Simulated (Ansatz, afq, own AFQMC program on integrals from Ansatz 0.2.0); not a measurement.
Integrals from Ansatz 0.2.0, then the random walk in our own AFQMC program (afq).

```yaml
crystal:
  periodic: [false, false, false]
  atoms:
    - {symbol: C, position_ang: [-1.215022, 0.000000, 0.000000]}
    - {symbol: H, position_ang: [-1.578228, 1.027301, 0.000000]}
    - {symbol: H, position_ang: [-1.578228, -0.513650, 0.889668]}
    - {symbol: H, position_ang: [-1.578228, -0.513650, -0.889669]}
    - {symbol: H, position_ang: [-0.125405, 0.000000, 0.000000]}
    - {symbol: F, position_ang: [1.025978, 0.000000, 0.000000]}
basis:
  gaussian: {orbitals: cc-pVTZ}
magnetization: {spin_polarized: true, initial_magnetization: 1}
correlation: {method: ccsd_t, electrons: outside_noble_gas, hamiltonian_folder: ham}
```

```sh
$ ansatz run in.yaml --threads 1 --pin off --events-out ev --progress --plain --max-ram 16896MiB --backend cuda --devices 0, --max-vram 18GiB
```

afq runs on the folder ham with

```
--method phaseless --trial hf --walkers 600 --populations 10 --least-time 40 --time-step 0.005 --steps-per-block 20 --equilibration-blocks 112 --max-blocks 4000 --target-error 0.00115 --factor-cut 1e-05 --start spin_pure --seed 6526 --taylor-order 6
```

Times are imaginary, in 1/Eh. The walk had a cap of 67 s. With eight or more populations the least sampling time is a fifth of least-time, and the error comes from their spread.

Log:

```
orbitals 114  electrons 8 7  factors 661 of 662
reference energy -139.57346035 Eh
CCSD correlation -0.46502006 Eh in 11 cycles, weight of the determinant in the CISD state 0.8789
energy of the start -139.574327 Eh
 block  time / (1/Eh)  mean weight  energy / Eh
     1     0.100  1.0042  -139.767531
     2     0.200  1.0053  -139.858442
     3     0.300  1.0040  -139.911750
     4     0.400  1.0028  -139.942553
     5     0.500  1.0026  -139.970794
     8     0.800  1.0018  -140.022395
    18     1.800  1.0019  -140.050709
    69     6.900  0.9998  -140.056884
   120    12.000  1.0005  -140.062236
   171    17.100  1.0004  -140.066284
   222    22.200  1.0006  -140.060527
   256    25.600  1.0003  -140.016551
   273    27.300  0.9996  -140.078733
   324    32.400  1.0006  -140.060465
   375    37.500  0.9995  -140.053205
   426    42.600  1.0013  -140.051376
   477    47.700  1.0006  -140.046708
   528    52.800  1.0003  -140.030244
   579    57.900  0.9976  -140.045995
   630    63.000  0.9987  -140.052033
   681    68.100  0.9999  -140.058910
   698    69.800  0.9997  -140.028985
error from the spread of 10 populations
energy -140.048515 +/- 0.001122 Eh
(rows thinned)
```

The run passed its tests (sampling time, drift between the halves within three errors, error under three times the target), which doesn't prove that it has relaxed. The second half of the sampling lies above the first by 2.4 errors of their difference, so the energy may still be moving and its error bar be too small.

Against this walk (error 30.5 meV) on the same determinant: CCSD(T) 92.6 meV lower, the released energy of a separate walk with a CISD trial 109.2 ± 31.4 meV lower, a separate phaseless walk with a CISD trial and standard settings 104.6 ± 31.1 meV lower. The error is statistical and leaves out the bias of the constraint. AFQMC with the constraint released is the surest value here, so the walk's 109 meV above it is most likely the bias of the constraint with this trial, which can have either sign.

Cautions: constraint bias not in the error.

The walk took 56 s on 1 × NVIDIA H100 80GB HBM3 with 2 threads of AMD EPYC 7R13 Processor (Zen 3), on a shared host (the card was shared). The log's last line is the phaseless energy.

A walk keeps the symmetry of its determinant, which the program's search chose and which needn't be the lowest solution, so a lower state of the same spin and another symmetry isn't excluded.
